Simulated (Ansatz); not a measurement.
Geometry optimisation, Ansatz 0.2.0, RKS PBE0/6-31G*.

The input (input.yaml):

```yaml
crystal:
  periodic: [false, false, false]
  atoms:
    - { symbol: B, position_ang: [0.089047, -0.577605, -0.246354] }
    - { symbol: C, position_ang: [-0.145392, 0.069687, 2.478663] }
    - { symbol: H, position_ang: [-0.841135, 0.147502, 3.319361] }
    - { symbol: H, position_ang: [0.878265, 0.024767, 2.858765] }
    - { symbol: H, position_ang: [-0.253469, 0.953025, 1.845364] }
    - { symbol: H, position_ang: [1.215751, -0.198476, -0.114334] }
    - { symbol: H, position_ang: [-0.814796, 0.135125, -0.57109] }
    - { symbol: "N", position_ang: [-0.190743, -2.003001, -0.050691] }
    - { symbol: H, position_ang: [-1.106064, -2.404978, -0.181563] }
    - { symbol: H, position_ang: [0.524425, -2.672084, 0.189716] }
    - { symbol: H, position_ang: [-0.359089, -0.839361, 1.894363] }
basis:
  gaussian: { orbitals: "6-31G*" }
hamiltonian:
  xc: pbe0
relax:
  f_tol: 0.03
  max_steps: 50
```

Command:

```bash
$ ansatz run input.yaml --threads 1 --pin off --max-ram 2048MiB --backend cpu --events-out ev --progress --plain --runs-dir out
```

Task: Where does it end, and by what steps?

Result: It converged. The force dipped under the threshold on the way, but the program's further checks kept it going. After 32 steps the energy has fallen by 0.323 eV; H6 moved furthest, 1.53 Å.

```
step  energy less start (eV)  largest force component (eV/Å)  accepted
   0                  0.0000                           2.595       yes
   2                 -0.2873                           0.304       yes
   4                 -0.3023                           0.094       yes
   6                 -0.3042                           0.233        no
   8                 -0.3090                           0.028       yes
  10                 -0.3103                           0.076       yes
  12                 -0.3121                           0.100       yes
  14                 -0.3125                           0.049       yes
  16                 -0.3149                           0.131       yes
  18                 -0.3171                           0.076       yes
  20                 -0.3183                           0.051       yes
  22                 -0.3199                           0.082       yes
  24                 -0.3209                           0.134       yes
  26                 -0.3217                           0.066       yes
  28                 -0.3225                           0.039       yes
  30                 -0.3230                           0.061       yes
  32                 -0.3232                           0.028       yes
```

```xyz
11
Properties=species:S:1:pos:R:3
B 0.153 -0.982 -1.229
C -0.204 0.238 3.157
H -1.051 -0.200 3.691
H 0.720 0.016 3.697
H -0.336 1.320 3.096
H 1.303 -0.800 -1.516
H -0.745 -0.420 -1.793
N -0.151 -1.880 -0.212
H -1.094 -2.089 0.080
H 0.549 -2.391 0.304
H -0.149 -0.178 2.148
```

Whether the end is a true minimum wasn't checked by a vibrational analysis.

Run time: 65 s on 1 thread of Arm Neoverse V1, on a shared host, peak memory 0.13 GiB.
